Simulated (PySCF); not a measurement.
Lithium: a sound run and one with changed settings

Sound run: Li [He] 2s1, Li⁺ 1s2. Calculation: PySCF 2.14, in jorge-DZP-DKH (4s2p1d, 15 functions); scalar relativity by spin-free X2C-1e. The sound run starts from symmetry-adapted Hartree-Fock orbitals and uses a fine grid where one is needed.

Changed run: radial step 0.8 in ln r (0.13 in the sound run). This setting is unsound on purpose.

```tsv
species	method	sound run (hartree)	changed run (hartree)	converged
Li	UHF	-7.43268	-7.43268	yes
Li	PBE	-7.46124	-7.46639	yes
Li	M06-2X	-7.48138	-7.47762	yes
Li⁺	UHF	-7.23672	-7.23672	yes
Li⁺	PBE	-7.25609	-7.25925	yes
Li⁺	M06-2X	-7.28306	-7.26817	yes
```

Ionisation energy of Li:

| method | sound run (eV) | changed run (eV) |
| --- | --- | --- |
| UHF | 5.333 | 5.333 |
| PBE | 5.583 | 5.637 |
| M06-2X | 5.397 | 5.700 |

A coarse radial grid mis-integrates the density and the exchange-correlation energy, with errors of either sign; Hartree-Fock needs no grid.

For comparison, NIST gives 5.392 eV between the lowest levels.
